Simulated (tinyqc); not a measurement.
Worked calculation (part 2 of 2): ROHF in the sto-3g basis, for LiH, spin multiplicity 3. Computed by tinyqc, a small Python program that keeps every step (integrals from PySCF). Command: `OMP_NUM_THREADS=1 python tinyqc.py 20440 20441 out.jsonl` (the two numbers bound the seeds that draw the settings). One thread of a shared host (Intel(R) Xeon(R) Processor @ 2.60GHz), about 0.07 s of CPU time with the checks.

Geometry (angstrom):
```
atom        x        y        z
Li    0.00000  0.00000  0.00000
H     0.00000  0.00000  3.08600
```

## Iteration 3: building the Fock matrix

D(alpha) after iteration 2:
```
           1Li 1s    1Li 2s   1Li 2px   1Li 2py   1Li 2pz     2H 1s
1Li 1s    1.05443  -0.23031   0.05942  -0.05680   0.01920   0.01850
1Li 2s   -0.23031   0.97167  -0.22021   0.19541  -0.07115  -0.08710
1Li 2px   0.05942  -0.22021   0.04996  -0.04436   0.01617   0.01995
1Li 2py  -0.05680   0.19541  -0.04436   0.03941  -0.01448  -0.01881
1Li 2pz   0.01920  -0.07115   0.01617  -0.01448   0.01710   0.11265
2H 1s     0.01850  -0.08710   0.01995  -0.01881   0.11265   0.95819
```

D(beta) after iteration 2:
```
           1Li 1s    1Li 2s  1Li 2px   1Li 2py  1Li 2pz     2H 1s
1Li 1s    0.98451   0.03020  0.00032  -0.00433  0.00039  -0.00232
1Li 2s    0.03020   0.00093  0.00001  -0.00013  0.00001  -0.00007
1Li 2px   0.00032   0.00001  0.00000   0.00000  0.00000   0.00000
1Li 2py  -0.00433  -0.00013  0.00000   0.00002  0.00000   0.00001
1Li 2pz   0.00039   0.00001  0.00000   0.00000  0.00000   0.00000
2H 1s    -0.00232  -0.00007  0.00000   0.00001  0.00000   0.00001
```

core Hamiltonian H = T + V (hartree):
```
           1Li 1s    1Li 2s   1Li 2px   1Li 2py   1Li 2pz     2H 1s
1Li 1s   -4.57757  -1.02593   0.00000   0.00000  -0.00433  -0.00663
1Li 2s   -1.02593  -1.27533   0.00000   0.00000  -0.05131  -0.14616
1Li 2px   0.00000   0.00000  -1.03729   0.00000   0.00000   0.00000
1Li 2py   0.00000   0.00000   0.00000  -1.03729   0.00000   0.00000
1Li 2pz  -0.00433  -0.05131   0.00000   0.00000  -1.06946  -0.22336
2H 1s    -0.00663  -0.14616   0.00000   0.00000  -0.22336  -0.98101
```

Two-electron integrals (ij|kl) in chemists' order, unique and non-zero (hartree):
```
(11|11) 1.68040    (21|11) 0.26542    (21|21) 0.04994    (22|11) 0.39773
(22|21) 0.09286    (22|22) 0.29056    (31|31) 0.00898    (32|31) 0.01379
(32|32) 0.06418    (33|11) 0.39664    (33|21) 0.09288    (33|22) 0.29050
(33|33) 0.31295    (41|41) 0.00898    (42|41) 0.01379    (42|42) 0.06418
(43|43) 0.01687    (44|11) 0.39664    (44|21) 0.09288    (44|22) 0.29050
(44|33) 0.27921    (44|44) 0.31295    (51|51) 0.00898    (52|51) 0.01379
(52|52) 0.06418    (53|53) 0.01687    (54|54) 0.01687    (55|11) 0.39664
(55|21) 0.09288    (55|22) 0.29050    (55|33) 0.27921    (55|44) 0.27921
(55|55) 0.31295    (61|11) 0.00139    (61|21) 0.00027    (61|22) 0.00056
(61|33) 0.00055    (61|44) 0.00055    (61|51) 4.81e-05   (61|52) 0.00010
(61|55) 0.00058    (61|61) 1.88e-06   (62|11) 0.02468    (62|21) 0.00593
(62|22) 0.02312    (62|33) 0.02175    (62|44) 0.02175    (62|51) 0.00077
(62|52) 0.00716    (62|55) 0.02584    (62|61) 4.46e-05   (62|62) 0.00551
(63|31) 0.00017    (63|32) 0.00125    (63|53) 0.00068    (63|63) 0.00016
(64|41) 0.00017    (64|42) 0.00125    (64|54) 0.00068    (64|64) 0.00016
(65|11) 0.03783    (65|21) 0.00911    (65|22) 0.03575    (65|33) 0.03352
(65|44) 0.03352    (65|51) 0.00119    (65|52) 0.01128    (65|55) 0.04017
(65|61) 0.00007    (65|62) 0.00881    (65|65) 0.01409    (66|11) 0.17148
(66|21) 0.04135    (66|22) 0.17001    (66|33) 0.15968    (66|44) 0.15968
(66|51) 0.00433    (66|52) 0.05038    (66|55) 0.19035    (66|61) 0.00030
(66|62) 0.05711    (66|65) 0.09223    (66|66) 0.77461
```

nuclear repulsion = 0.5144302 hartree

J_ij = sum D_kl (ij|kl) with D = D(alpha) + D(beta), K_ij = sum D_kl (ik|jl) for each spin; F = H + J - K(s); E = tr D H + tr D J / 2 - 0.5 sum_s tr D(s) K(s) + E_nn.

Coulomb J (hartree):
```
           1Li 1s    1Li 2s   1Li 2px   1Li 2py   1Li 2pz     2H 1s
1Li 1s    3.91762   0.66204  -0.00499   0.00428   0.00268   0.00362
1Li 2s    0.66204   1.25425  -0.02657   0.02333   0.04098   0.12758
1Li 2px  -0.00499  -0.02657   1.24228  -0.00150   0.00057  -0.00050
1Li 2py   0.00428   0.02333  -0.00150   1.24193  -0.00051   0.00044
1Li 2pz   0.00268   0.04098   0.00057  -0.00051   1.27135   0.20039
2H 1s     0.00362   0.12758  -0.00050   0.00044   0.20039   1.26202
```

exchange K(alpha) (hartree):
```
           1Li 1s    1Li 2s   1Li 2px   1Li 2py   1Li 2pz     2H 1s
1Li 1s    1.69909   0.26850   0.00063  -0.00221   0.00036   0.00190
1Li 2s    0.26850   0.30214  -0.07131   0.06282  -0.01412   0.06556
1Li 2px   0.00063  -0.07131   0.08217  -0.01313   0.00547  -0.00128
1Li 2py  -0.00221   0.06282  -0.01313   0.07905  -0.00493   0.00095
1Li 2pz   0.00036  -0.01412   0.00547  -0.00493   0.09298   0.11128
2H 1s     0.00190   0.06556  -0.00128   0.00095   0.11128   0.75741
```

exchange K(beta) (hartree):
```
           1Li 1s    1Li 2s  1Li 2px   1Li 2py  1Li 2pz    2H 1s
1Li 1s    1.67043   0.27486  0.00013  -0.00177  0.00007  0.00174
1Li 2s    0.27486   0.05502  0.00004  -0.00051  0.00002  0.00038
1Li 2px   0.00013   0.00004  0.00973   0.00000  0.00000  0.00000
1Li 2py  -0.00177  -0.00051  0.00000   0.00974  0.00000  0.00000
1Li 2pz   0.00007   0.00002  0.00000   0.00000  0.00973  0.00007
2H 1s     0.00174   0.00038  0.00000   0.00000  0.00007  0.00000
```

F(alpha) (hartree):
```
           1Li 1s    1Li 2s   1Li 2px   1Li 2py   1Li 2pz     2H 1s
1Li 1s   -2.35904  -0.63239  -0.00562   0.00649  -0.00202  -0.00492
1Li 2s   -0.63239  -0.32322   0.04474  -0.03948   0.00379  -0.08414
1Li 2px  -0.00562   0.04474   0.12282   0.01164  -0.00490   0.00078
1Li 2py   0.00649  -0.03948   0.01164   0.12559   0.00442  -0.00051
1Li 2pz  -0.00202   0.00379  -0.00490   0.00442   0.10891  -0.13425
2H 1s    -0.00492  -0.08414   0.00078  -0.00051  -0.13425  -0.47640
```

F(beta) (hartree):
```
           1Li 1s    1Li 2s   1Li 2px   1Li 2py   1Li 2pz     2H 1s
1Li 1s   -2.33038  -0.63875  -0.00512   0.00605  -0.00172  -0.00476
1Li 2s   -0.63875  -0.07609  -0.02661   0.02384  -0.01035  -0.01896
1Li 2px  -0.00512  -0.02661   0.19526  -0.00150   0.00057  -0.00050
1Li 2py   0.00605   0.02384  -0.00150   0.19490  -0.00051   0.00045
1Li 2pz  -0.00172  -0.01035   0.00057  -0.00051   0.19216  -0.02304
2H 1s    -0.00476  -0.01896  -0.00050   0.00045  -0.02304   0.28100
```

total energy of this density = -7.7720565 hartree

## Iteration 3: Roothaan effective Fock matrix

overlap S:
```
          1Li 1s   1Li 2s  1Li 2px  1Li 2py  1Li 2pz    2H 1s
1Li 1s   1.00000  0.24114  0.00000  0.00000  0.00000  0.00149
1Li 2s   0.24114  1.00000  0.00000  0.00000  0.00000  0.11329
1Li 2px  0.00000  0.00000  1.00000  0.00000  0.00000  0.00000
1Li 2py  0.00000  0.00000  0.00000  1.00000  0.00000  0.00000
1Li 2pz  0.00000  0.00000  0.00000  0.00000  1.00000  0.17753
2H 1s    0.00149  0.11329  0.00000  0.00000  0.17753  1.00000
```

With projectors Pc = D(beta) S, Po = (D(alpha) - D(beta)) S, Pv = 1 - D(alpha) S, the block xy is Px^T F Py; with Fc = (F(alpha) + F(beta))/2, the blocks are Fc for cc, oo, vv and cv, F(beta) for co and F(alpha) for ov.

effective F (hartree):
```
           1Li 1s    1Li 2s   1Li 2px   1Li 2py   1Li 2pz     2H 1s
1Li 1s   -2.34454  -0.63862  -0.00493   0.00588  -0.00166  -0.00488
1Li 2s   -0.63862  -0.19269   0.01797  -0.01573   0.00317  -0.04840
1Li 2px  -0.00493   0.01797   0.15441   0.00917  -0.00265   0.00216
1Li 2py   0.00588  -0.01573   0.00917   0.15661   0.00225  -0.00212
1Li 2pz  -0.00166   0.00317  -0.00265   0.00225   0.17687  -0.03354
2H 1s    -0.00488  -0.04840   0.00216  -0.00212  -0.03354  -0.10812
```

## Iteration 3: DIIS over 3 matrices

error matrix X^T (FDS - SDF) X:
```
          1         2         3         4         5         6
1   0.00000   0.00789   0.00602   0.01189   0.00421  -0.00108
2  -0.00789   0.00000   0.01870  -0.01371  -0.00326  -0.00070
3  -0.00602  -0.01870   0.00000   0.00000   0.00099  -0.00525
4  -0.01189   0.01371   0.00000   0.00000  -0.00097   0.00422
5  -0.00421   0.00326  -0.00099   0.00097   0.00000   0.01431
6   0.00108   0.00070   0.00525  -0.00422  -0.01431   0.00000
```

B (overlaps of the stored error matrices):
```
                1               2              3
1   3.5847592e+00  -1.7655566e-02  2.9460855e-03
2  -1.7655566e-02   7.2763441e-02  2.7248176e-03
3   2.9460855e-03   2.7248176e-03  2.1191809e-03
```

Minimise |sum c_i e_i|^2 with sum c_i = 1: solve [B -1; -1 0][c; lambda] = [0; -1] with B_ij = tr e_i^T e_j, and take F = sum c_i F_i.

DIIS coefficients: -0.00028  -0.00881  1.00909

extrapolated F (hartree):
```
           1Li 1s    1Li 2s   1Li 2px   1Li 2py   1Li 2pz     2H 1s
1Li 1s   -2.34480  -0.63875  -0.00496   0.00582  -0.00167  -0.00488
1Li 2s   -0.63875  -0.19311   0.01781  -0.01566   0.00323  -0.04831
1Li 2px  -0.00496   0.01781   0.15413   0.00913  -0.00276   0.00212
1Li 2py   0.00582  -0.01566   0.00913   0.15654   0.00227  -0.00208
1Li 2pz  -0.00167   0.00323  -0.00276   0.00227   0.17686  -0.03309
2H 1s    -0.00488  -0.04831   0.00212  -0.00208  -0.03309  -0.10709
```

## Iteration 3: diagonalisation and new density

X:
```
           1Li 1s    1Li 2s  1Li 2px  1Li 2py   1Li 2pz     2H 1s
1Li 1s    1.02298  -0.12619  0.00000  0.00000  -0.00154   0.01027
1Li 2s   -0.12619   1.02818  0.00000  0.00000   0.00813  -0.06038
1Li 2px   0.00000   0.00000  1.00000  0.00000   0.00000   0.00000
1Li 2py   0.00000   0.00000  0.00000  1.00000   0.00000   0.00000
1Li 2pz  -0.00154   0.00813  0.00000  0.00000   1.01222  -0.09135
2H 1s     0.01027  -0.06038  0.00000  0.00000  -0.09135   1.01739
```

Diagonalise F' = X^T F X, C = X C', fill 3 alpha and 1 beta electrons from the bottom; D(s) = C_occ C_occ^T. Each column has its largest component positive (the first on a tie).

F' = X^T F X (hartree):
```
          1         2         3         4         5         6
1  -2.29196  -0.35481  -0.00729   0.00791  -0.00432   0.01452
2  -0.35481  -0.07010   0.01878  -0.01669   0.01059  -0.04100
3  -0.00729   0.01878   0.15413   0.00913  -0.00283   0.00129
4   0.00791  -0.01669   0.00913   0.15654   0.00235  -0.00132
5  -0.00432   0.01059  -0.00283   0.00235   0.18657  -0.04161
6   0.01452  -0.04100   0.00129  -0.00132  -0.04161  -0.09751
```

orbital energies (hartree): MO1 -2.34730, MO2 -0.11991, MO3 -0.00419, MO4 0.15047, MO5 0.16454, MO6 0.19404

coefficients C:
```
              MO1       MO2       MO3       MO4       MO5       MO6
1Li 1s    0.99134  -0.09272  -0.26074  -0.04975   0.00101  -0.02672
1Li 2s    0.03373   0.33174   0.96223   0.17309  -0.00205   0.09880
1Li 2px   0.00174  -0.03086  -0.11868   0.74382   0.65632  -0.03064
1Li 2py  -0.00210   0.02830   0.10598  -0.64671   0.75447   0.02225
1Li 2pz   0.00105   0.03129  -0.09588   0.02455   0.00352   1.01105
2H 1s    -0.00285   0.90321  -0.40943  -0.03728  -0.00097  -0.24974
```

D(alpha) after iteration 3:
```
           1Li 1s    1Li 2s   1Li 2px   1Li 2py   1Li 2pz     2H 1s
1Li 1s    1.05933  -0.24821   0.03553  -0.03234   0.02314   0.02019
1Li 2s   -0.24821   1.03707  -0.12437   0.11129  -0.08184  -0.09443
1Li 2px   0.03553  -0.12437   0.01504  -0.01345   0.01041   0.02072
1Li 2py  -0.03234   0.11129  -0.01345   0.01204  -0.00928  -0.01782
1Li 2pz   0.02314  -0.08184   0.01041  -0.00928   0.01017   0.06752
2H 1s     0.02019  -0.09443   0.02072  -0.01782   0.06752   0.98342
```

D(beta) after iteration 3:
```
           1Li 1s    1Li 2s  1Li 2px   1Li 2py  1Li 2pz     2H 1s
1Li 1s    0.98275   0.03343  0.00172  -0.00209  0.00104  -0.00283
1Li 2s    0.03343   0.00114  0.00006  -0.00007  0.00004  -0.00010
1Li 2px   0.00172   0.00006  0.00000   0.00000  0.00000   0.00000
1Li 2py  -0.00209  -0.00007  0.00000   0.00000  0.00000   0.00001
1Li 2pz   0.00104   0.00004  0.00000   0.00000  0.00000   0.00000
2H 1s    -0.00283  -0.00010  0.00000   0.00001  0.00000   0.00001
```

## Iteration 10 (converged): orbitals

converged F (hartree):
```
           1Li 1s    1Li 2s  1Li 2px  1Li 2py   1Li 2pz     2H 1s
1Li 1s   -2.34730  -0.64046  0.00000  0.00000  -0.00276  -0.00503
1Li 2s   -0.64046  -0.21030  0.00000  0.00000   0.00767  -0.04812
1Li 2px   0.00000   0.00000  0.16243  0.00000   0.00000   0.00000
1Li 2py   0.00000   0.00000  0.00000  0.16243   0.00000   0.00000
1Li 2pz  -0.00276   0.00767  0.00000  0.00000   0.16922  -0.03625
2H 1s    -0.00503  -0.04812  0.00000  0.00000  -0.03625  -0.10386
```

As before.

F' = X^T F X (hartree):
```
          1         2        3        4         5         6
1  -2.29441  -0.35409  0.00000  0.00000  -0.00600   0.01447
2  -0.35409  -0.08781  0.00000  0.00000   0.01533  -0.04041
3   0.00000   0.00000  0.16243  0.00000   0.00000   0.00000
4   0.00000   0.00000  0.00000  0.16243   0.00000   0.00000
5  -0.00600   0.01533  0.00000  0.00000   0.17942  -0.04476
6   0.01447  -0.04041  0.00000  0.00000  -0.04476  -0.09367
```

orbital energies (hartree): MO1 -2.34987, MO2 -0.11883, MO3 -0.01670, MO4 0.16243, MO5 0.16243, MO6 0.18893

coefficients C:
```
              MO1       MO2       MO3      MO4       MO5       MO6
1Li 1s    0.99113  -0.10627  -0.26018  0.00000   0.00000  -0.03450
1Li 2s    0.03449   0.37993   0.95681  0.00002   0.00000   0.12558
1Li 2px   0.00000   0.00000  -0.00001  0.46081   0.88750   0.00000
1Li 2py   0.00000   0.00000  -0.00001  0.88750  -0.46081  -0.00001
1Li 2pz   0.00142   0.03523  -0.12308  0.00001   0.00000   1.00827
2H 1s    -0.00292   0.88092  -0.44554  0.00000   0.00000  -0.26954
```

D(alpha) after iteration 10:
```
           1Li 1s    1Li 2s   1Li 2px   1Li 2py   1Li 2pz     2H 1s
1Li 1s    1.06133  -0.25513   0.00000   0.00000   0.02969   0.01942
1Li 2s   -0.25513   1.06102  -0.00001  -0.00001  -0.10433  -0.09171
1Li 2px   0.00000  -0.00001   0.00000   0.00000   0.00000   0.00000
1Li 2py   0.00000  -0.00001   0.00000   0.00000   0.00000   0.00000
1Li 2pz   0.02969  -0.10433   0.00000   0.00000   0.01639   0.08587
2H 1s     0.01942  -0.09171   0.00000   0.00000   0.08587   0.97453
```

D(beta) after iteration 10:
```
           1Li 1s    1Li 2s  1Li 2px  1Li 2py  1Li 2pz     2H 1s
1Li 1s    0.98235   0.03418  0.00000  0.00000  0.00141  -0.00289
1Li 2s    0.03418   0.00119  0.00000  0.00000  0.00005  -0.00010
1Li 2px   0.00000   0.00000  0.00000  0.00000  0.00000   0.00000
1Li 2py   0.00000   0.00000  0.00000  0.00000  0.00000   0.00000
1Li 2pz   0.00141   0.00005  0.00000  0.00000  0.00000   0.00000
2H 1s    -0.00289  -0.00010  0.00000  0.00000  0.00000   0.00001
```

Within a degenerate level the vectors are fixed only up to a rotation; this is one choice.

## Convergence

Stop when the energy changes by less than 1e-08 hartree and every element of the error matrix X^T (F D S - S D F) X is below 3e-05.

Course of the cycle:
```
iteration  E (hartree)     change  largest element of the error matrix
1           -2.6787810          -                             9.22e-01
2           -7.6770521  -5.00e+00                             1.36e-01
3           -7.7720565  -9.50e-02                             1.87e-02
4           -7.7775662  -5.51e-03                             8.80e-03
5           -7.7790739  -1.51e-03                             5.41e-03
6           -7.7797901  -7.16e-04                             1.46e-03
7           -7.7798552  -6.51e-05                             1.13e-03
8           -7.7798619  -6.72e-06                             1.15e-04
9           -7.7798621  -1.65e-07                             2.26e-05
10          -7.7798621  -6.02e-09                             7.22e-06
```

PySCF ROHF in the same basis = -7.7798621 hartree

Converged in 10 iterations.

## Populations, bond orders and dipole

Mulliken: Z minus the diagonal of D S on the atom; Loewdin: the same with S^(1/2) D S^(1/2); Mayer order: 2 sum_s sum (D(s) S)_ij (D(s) S)_ji over the two atoms.

Charges (e):
```
atom  Mulliken   Loewdin  Mulliken spin
1Li   -0.02059  -0.02913        1.02058
2H     0.02059   0.02913        0.97942
```

Mayer bond orders:
```
pair    order
2-1   0.04031
```

dipole moment about the origin, x y z (debye): 0.00006  0.00012  1.18544
